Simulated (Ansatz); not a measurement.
**CHCl₂FO: how energies converge with the basis set**

An exercise on one series of results from a longer session: the logs are not shown, and one member is left open.

Computed with Ansatz 0.2.0, Gaussian basis. Level: one geometry, several basis sets.

Levels to be run: PBE0-D4/def2-SVP; ωB97M-V/def2-SVP; PBE0-D4/def2-QZVPP; ωB97M-V/def2-QZVPP; the functionals' def2-TZVPP values are taken from earlier runs.

## The relaxed structure

All runs share one geometry, relaxed beforehand with PBE0-D4 in a triple-zeta def2 set.

6 atoms, charge 0, spin multiplicity 1.

Atoms are counted from 1 here; the program's logs count them from 0.

Bond lengths: O1–C2 1.343 Å, O1–H6 0.964 Å, C2–F3 1.325 Å, C2–Cl4 1.790 Å, C2–Cl5 1.790 Å. Angles: C2–O1–H6 109.5°, O1–C2–F3 107.2°, O1–C2–Cl4 112.2°, O1–C2–Cl5 112.2°, F3–C2–Cl4 108.4°, F3–C2–Cl5 108.4°, Cl4–C2–Cl5 108.3°.

Set-up of the first run:

The input, in.yaml:

```yaml
crystal:
  periodic: [false, false, false]
  atoms:
    - {symbol: O, position_ang: [0.210114, -0.187325, 1.111330]}
    - {symbol: C, position_ang: [-0.256319, 0.055786, -0.123902]}
    - {symbol: F, position_ang: [-1.554303, 0.299777, -0.011552]}
    - {symbol: Cl, position_ang: [-0.036853, -1.344082, -1.217139]}
    - {symbol: Cl, position_ang: [0.524120, 1.481621, -0.872812]}
    - {symbol: H, position_ang: [1.155341, -0.369677, 1.067875]}
basis:
  gaussian: {orbitals: def2-SVP}
hamiltonian: {xc: pbe0, dispersion: d4}
output: {orbitals: {seedname: orbitals}}
```

On the command line:

```sh
ansatz run in.yaml --threads 2 --pin off --events-out ev --progress --plain --max-ram 4352MiB
```

Steps of the session up to this table: PBE0-D4 in def2-SVP; ωB97M-V in def2-SVP; PBE0-D4 in def2-QZVPP; ωB97M-V in def2-QZVPP.

One table of the session follows, with a row left open; its other results are not shown here.

| functional | basis | HOMO (eV) |
| --- | --- | --- |
| PBE0-D4 | def2-SVP | -8.82 |
| PBE0-D4 | def2-TZVPP | ? |
| PBE0-D4 | def2-QZVPP | -9.03 |
| ωB97M-V | def2-SVP | -11.07 |
| ωB97M-V | def2-TZVPP | -11.29 |
| ωB97M-V | def2-QZVPP | -11.35 |

Estimate the missing values for PBE0-D4, def2-TZVPP.

The run gave: HOMO (eV): -8.99. In the column «HOMO (eV)» it lies between PBE0-D4, def2-QZVPP (-9.03) and PBE0-D4, def2-SVP (-8.82).
